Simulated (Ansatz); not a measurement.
Ansatz (a quantum-chemistry and plane-wave program) input (PBE/jun-cc-pV(T+d)Z): A basis named .json is the Basis Set Exchange file of that set (core-valence sets with the plain set on hydrogen).

Ansatz 0.2 input:
```yaml
crystal:
  periodic: [false, false, false]
  atoms:
    - {symbol: F, position_ang: [1.32373600, -0.09022600, -0.00000700]}
    - {symbol: H, position_ang: [1.74043700, 0.73339000, 0.00001300]}
basis:
  gaussian:
    orbitals: jun-cc-pV_T+d_Z.json
hamiltonian:
  xc: {name: PBE}
magnetization: {spin_polarized: false}
```

Output:

```
Functional definition: PBE
integrals: 0.00 GiB planned
255 factors; their error is unknown
mean field: 0.10 GiB planned
mean field evaluation 1: about -2730.1094 eV, gradient 3.5e1 eV
mean field evaluation 2: about -2724.1217 eV, gradient 7.5e1 eV
mean field evaluation 4: about -2731.7891 eV, gradient 4.9e-1 eV
mean field evaluation 8: about -2731.7829 eV, gradient 1.1e-1 eV
mean field -2731.78288187 eV, -100.3911692398 hartree, gradient 4.4e-5 eV, S^2 0.000000; 0 other end points of the search recorded, 0 dependent functions left out
reference -2731.78291332 eV, -100.3911703954 hartree; 5, 5 occupied and 48, 48 virtual orbitals, 255 factors
Total energy: -2731.78291332 eV, -100.3911703954 hartree
```
